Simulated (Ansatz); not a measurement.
**C₂H₃N: up Jacob's ladder to CCSD(T)**

An exercise on one series of results from a longer session: the logs are not shown, and one member is left open.

Computed with Ansatz 0.2.0, Gaussian basis. Level: functionals in def2-TZVPP, the program's frozen cores in correlated methods.

Plan: LDA (SPW92), PBE-D4, revPBE-D4, BLYP-D4, r2SCAN-D4, B97M-V, PBE0-D4, B3LYP-D4, r2SCANh-D4, r2SCAN0-D4, HSE06-D4, BHLYP-D4, CAM-B3LYP-D4, LC-ωPBE, ωB97X-V, ωB97M-V, B2PLYP, PBE-QIDH; CCSD(T)/def2-SVP; CCSD(T)/def2-TZVPP; MP2/def2-QZVPP; extrapolation to the limit; RPA on PBE.

1 further run of the same task is left out (it didn't finish).

### Structure used throughout

All runs share one geometry, relaxed beforehand with PBE0-D4 in a triple-zeta def2 set.

SMILES `C1=NC1`, 6 atoms, charge 0, spin multiplicity 1.

Atoms are counted from 1 here; the program's logs count them from 0.

Bond lengths: C1–N2 1.245 Å, C1–C3 1.442 Å, C1–H4 1.082 Å, N2–C3 1.527 Å, C3–H5 1.086 Å, C3–H6 1.086 Å. Angles: N2–C1–C3 68.8°, N2–C1–H4 139.1°, C3–C1–H4 152.1°, C1–N2–C3 61.7°, C1–C3–N2 49.5°, C1–C3–H5 120.6°, C1–C3–H6 120.6°, N2–C3–H5 116.4°, N2–C3–H6 116.4°, H5–C3–H6 115.9°.

Set-up of the first run:

in.yaml reads:

```yaml
crystal:
  periodic: [false, false, false]
  atoms:
    - {symbol: C, position_ang: [-0.549326, -0.540537, -0.302208]}
    - {symbol: N, position_ang: [0.387364, -1.059539, 0.333681]}
    - {symbol: C, position_ang: [0.374269, 0.459184, 0.174806]}
    - {symbol: H, position_ang: [-1.444628, -0.840926, -0.830995]}
    - {symbol: H, position_ang: [1.122891, 0.881685, -0.489088]}
    - {symbol: H, position_ang: [0.151528, 1.036233, 1.067605]}
basis:
  gaussian: {orbitals: def2-TZVPP}
hamiltonian: {xc: lda}
output: {orbitals: {seedname: orbitals}}
```

The run is started by

```bash
ansatz run in.yaml --threads 2 --pin off --events-out ev --progress --plain --max-ram 4352MiB
```

Among the steps run: LDA; PBE-D4 (GGA); revPBE-D4 (GGA); BLYP-D4 (GGA); r2SCAN-D4 (meta-GGA); B97M-V (meta-GGA); B3LYP-D4 (hybrid); r2SCANh-D4 (hybrid); r2SCAN0-D4 (hybrid); HSE06-D4 (hybrid); BHLYP-D4 (hybrid); CAM-B3LYP-D4 (range-separated); LC-ωPBE (range-separated); ωB97X-V (range-separated); ωB97M-V (range-separated); B2PLYP (double hybrid); PBE-QIDH (double hybrid).

One table of the session follows, with a row left open; its other results are not shown here.

It belongs to the step «Orbital energies across the functionals». 

```
  functional  HOMO (eV)  gap (eV)
 LDA (SPW92)      -6.76      4.78
      PBE-D4      -6.61      4.89
   revPBE-D4      -6.56      4.93
     BLYP-D4      -6.49      4.89
   r2SCAN-D4      -6.87      5.39
      B97M-V      -6.96      5.62
     PBE0-D4      -7.98      7.45
    B3LYP-D4      -7.75      6.92
  r2SCANh-D4      -7.38      6.34
  r2SCAN0-D4      -8.15      7.75
    HSE06-D4      -7.58      6.65
    BHLYP-D4      -9.23      9.92
CAM-B3LYP-D4      -9.40     10.08
     LC-ωPBE     -10.80     12.79
     ωB97X-V     -10.40     12.29
     ωB97M-V          ?         ?
```

Q: Estimate the row for ωB97M-V from the others.

As computed: HOMO (eV): -10.31; gap (eV): 12.08. In the column «HOMO (eV)» it lies between ωB97X-V (-10.40) and CAM-B3LYP-D4 (-9.40).
